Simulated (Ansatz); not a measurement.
One change: `CC1=CC1C` becomes `CC1C=C1`.

Ansatz, PBE0-D4/def2-TZVP geometries, multiplicity 1. 

| property | `CC1=CC1C` |
| --- | --- |
| HOMO–LUMO gap (PBE/def2-TZVPP) / eV | 5.15 |
| LUMO energy (PBE0/def2-TZVPP) / eV | 0.52 |
| HOMO energy (B3LYP/def2-TZVPP) / eV | -6.60 |
| size of the dipole moment (B3LYP/def2-TZVPP) / D | 0.83 |
| HOMO–LUMO gap (PBE0/def2-TZVPP) / eV | 7.32 |
| HOMO energy (PBE/def2-TZVPP) / eV | -5.69 |

(1) What does the change do to each property? (Best estimate.)

## Answers

(1) The calculation gave: 
| property | `CC1C=C1` | shift |
| --- | --- | --- |
| HOMO–LUMO gap (PBE/def2-TZVPP) / eV | 5.11 | -0.04 |
| LUMO energy (PBE0/def2-TZVPP) / eV | 0.11 | -0.41 |
| HOMO energy (B3LYP/def2-TZVPP) / eV | -7.00 | -0.40 |
| size of the dipole moment (B3LYP/def2-TZVPP) / D | 0.36 | -0.47 |
| HOMO–LUMO gap (PBE0/def2-TZVPP) / eV | 7.32 | 0.00 |
| HOMO energy (PBE/def2-TZVPP) / eV | -6.08 | -0.39 |

Dipoles are sizes alone; their direction can turn.

B3LYP here is the variant with VWN-RPA as its local correlation; programs differ in this.
